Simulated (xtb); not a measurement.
H2S, charge +1, doublet, geometry from GFN2-xTB of the parent state (a state made from the parent by changing its charge; the spin is typed, not shown lowest); GFN1-xTB in xtb.

The xtb input:
```
$ xtb mol.xyz --gfn 1 --chrg 1 --uhf 1 --json

# file mol.xyz
3

S     -0.00035523    -0.00209154     0.10204772
H     -0.03705710     0.97315096    -0.79691824
H      0.04274080    -0.93968637    -0.83584535
```

Output, abridged:

```
   ID    Z sym.   atoms
    1   16 S      1
    2    1 H      2, 3

           -------------------------------------------------
          |                Calculation Setup                |
           -------------------------------------------------

           -------------------------------------------------
          |                 G F N 1 - x T B                 |
           -------------------------------------------------

          ...................................................
          :                      SETUP                      :
          :.................................................:
          :  # basis functions                  14          :
          :  # atomic orbitals                  13          :
          :  # shells                            7          :
          :  # electrons                         7          :
          :  # halogen bonds                     0          :
          :  max. iterations                   250          :
          :  Hamiltonian                  GFN1-xTB          :
          :  restarted?                      false          :
          :  GBSA solvation                  false          :
          :  PC potential                    false          :
          :  electronic temp.          300.0000000     K    :
          :  accuracy                    1.0000000          :
          :  -> integral cutoff          0.2500000E+02      :
          :  -> integral neglect         0.1000000E-07      :
          :  -> SCF convergence          0.1000000E-05 Eh   :
          :  -> wf. convergence          0.2000000E-04 e    :
          :  Broyden damping             0.4000000          :
          :  net charge                          1          :
          :  unpaired electrons                  1          :
          ...................................................

 iter      E             dE          RMSdq      gap      omega  full diag
   1     -4.1623992 -0.416240E+01  0.229E+00    7.51       0.0  T
   2     -4.1778359 -0.154367E-01  0.425E-01    7.29       1.0  T
   3     -4.1778360 -0.687855E-07  0.266E-01    7.29       1.0  T
   4     -4.1778360 -0.575871E-08  0.210E-04    7.29     275.0  T
   5     -4.1778360 -0.329337E-11  0.112E-04    7.29     514.7  T
   6     -4.1778360 -0.621725E-14  0.122E-07    7.29  100000.0  T

   *** convergence criteria satisfied after 6 iterations ***

         :::::::::::::::::::::::::::::::::::::::::::::::::::::
[...]
         :: total energy              -4.157253503533 Eh    ::
[...]
      -------------------------------------------------------------
         1        2.0000           -1.2998954             -35.3720
         2        2.0000           -0.9183259             -24.9889
         3        2.0000           -0.9006231             -24.5072
         4        1.0000           -0.8335521             -22.6821 (HOMO)
         5                         -0.5655017             -15.3881 (LUMO)
         6                         -0.5242062             -14.2644
         7                         -0.4744243             -12.9097
         8                         -0.4744243             -12.9097
         9                         -0.4744243             -12.9097
        10                         -0.4399195             -11.9708
        11                         -0.4018413             -10.9347
        12                         -0.0338787              -0.9219
        13                          0.1545518               4.2056
      -------------------------------------------------------------
                  HL-Gap            0.2680504 Eh            7.2940 eV
             Fermi-level           -0.7833072 Eh          -21.3149 eV

  Mulliken/CM5 charges         n(s)   n(p)   n(d)
     1S     0.28609  0.15128   1.955  3.765 -0.006
     2H     0.35696  0.42436   0.643  0.000  0.000
     3H     0.35696  0.42436   0.643  0.000  0.000

Wiberg/Mayer (AO) data.
largest (>0.10) Wiberg bond orders for each atom

 ---------------------------------------------------------------------------
     #   Z sym  total        # sym  WBO       # sym  WBO       # sym  WBO
 ---------------------------------------------------------------------------
     1  16 S    1.743 --     3 H    0.871     2 H    0.871
     2   1 H    0.872 --     1 S    0.871
     3   1 H    0.872 --     1 S    0.871
 ---------------------------------------------------------------------------

Topologies differ in total number of bonds
Writing topology from bond orders to xtbtopo.mol

 dipole moment from electron density (au)
     X       Y       Z
   0.0039   0.0227  -1.1084  total (Debye):    2.818

           -------------------------------------------------
          | TOTAL ENERGY               -4.157253503533 Eh   |
          | GRADIENT NORM               0.011065593939 Eh/α |
          | HOMO-LUMO GAP               7.294023088685 eV   |
           -------------------------------------------------

normal termination of xtb
```
